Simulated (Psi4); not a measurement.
Reaction (SMILES): C(Cl)(Cl)(Cl)Cl + 4 [H][H] (H2) → C (CH4) + 4 Cl (HCl)
B3LYP-D3(BJ)/def2-TZVP geometries, fixed; electronic energies without zero-point terms.
Largest species:
```xyz
5

C      0.0000     0.0000     0.0000
Cl     1.0327     1.0410     1.0081
Cl    -1.0056    -1.0297     1.0464
Cl    -1.0489     1.0136    -1.0192
Cl     1.0218    -1.0250    -1.0353
```

Effect of the integral screening threshold at PBE/aug-cc-pV(T+d)Z with Psi4, against the last row, where the energy of full hydrogenation is -94.98 kcal/mol.

```
setting                largest shift of a total energy (mEh)  shift of the energy of full hydrogenation (kcal/mol)
---------------------  -------------------------------------  ----------------------------------------------------
ints_tolerance: 1e-6                                   0.028                                                -0.018
ints_tolerance: 1e-8                                   0.000                                                 0.000
ints_tolerance: 1e-10                                  0.000                                                 0.000
ints_tolerance: 1e-14                                  0.000                                                 0.000
```

Within 0.02 kcal/mol in the energy of full hydrogenation: ints_tolerance: 1e-6; ints_tolerance: 1e-8; ints_tolerance: 1e-10. The largest shift is 0.028 mEh in a total energy and 0.018 kcal/mol in the difference.
